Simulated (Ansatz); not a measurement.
We consider hcp Os, described by r²SCAN-D4 in Ansatz (PAW).

Numerical settings: plane-wave cutoff 560 eV, 24×24×14 k mesh (along the axes of the cell as run), Fermi–Dirac smearing 0.05 eV, no spin polarisation, scalar-relativistic PAW data made under PBE.

Computed points:

| V (Å³/atom) | E − E_lowest (meV/atom) |
|---|---|
| 13.391 | 32.66 |
| 13.670 | 7.85 |
| 13.949 | 0.00 |
| 14.228 | 7.28 |
| 14.507 | 28.03 |

Q: Estimate the bulk modulus and its pressure derivative from these points.

A: V0 = 13.949 Å³/atom, B0 = 434 GPa, B′ = 4.7 (fit to the energies at full precision).

Shape and atoms are relaxed at each volume.

Measured, for comparison: bulk modulus 425 GPa (zero-point energy and finite temperature contributions removed; as tabulated in doi:10.1021/acs.jctc.3c00612). Computed (rounded) less measured: bulk modulus +2 %.

Note: the bulk modulus comes from volumes at which shape and atoms were relaxed.

Spin–orbit coupling is not included.

Static lattice: no zero-point or thermal effects.

The result took roughly 8 core-minutes.

Ansatz is a first-principles code.
